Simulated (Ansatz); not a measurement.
The same path of HOS$_{2}$ (4 atoms, charge 0, multiplicity 2) was run 3 times with different band settings. The coordinate that changes most is the dihedral S1–O2–S3–H4.

The calculation used UKS B3LYP-D4/cc-pVDZ (Ansatz).

Relaxed end points:

```xyz
4
Properties=species:S:1:pos:R:3
S -1.400 -0.420 0.904
O -0.441 0.810 0.346
S 0.981 0.485 -0.621
H 0.859 -0.875 -0.629
```

```xyz
4
Properties=species:S:1:pos:R:3
S -1.649 0.485 1.128
O -0.502 -0.387 0.310
S 0.785 0.522 -0.489
H 1.366 -0.620 -0.949
```

Common settings: spring 5.0 eV/Å²; optimiser quadratic models (default); start path through a guess of the saddle point; force threshold 0.05 eV/Å; iteration limit 60; end points relaxed.

| run | movable images | climbing image |
| --- | --- | --- |
| 1 | 7 | yes |
| 2 | 3 | no |
| 3 | 1 | no |

Q: What does each run give, and how far can it be trusted?

A: Run 1: converged after 7 iterations, highest image 0.039 eV above the first end. A vibrational analysis at the climbing image gives one clearly imaginary mode, 107i cm⁻¹: a first-order saddle point.
Run 2: converged after 7 iterations, highest image 0.039 eV above the first end. No image climbed, so the highest image needn't sit at the top of the path. So few images can step over the top or miss a turn of the path.
Run 3: converged after 4 iterations, highest image 0.039 eV above the first end. The dihedral S1–O2–S3–H4 jumps by 97° between images 0 and 1, so the path isn't resolved there. No image climbed, so the highest image needn't sit at the top of the path. So few images can step over the top or miss a turn of the path.
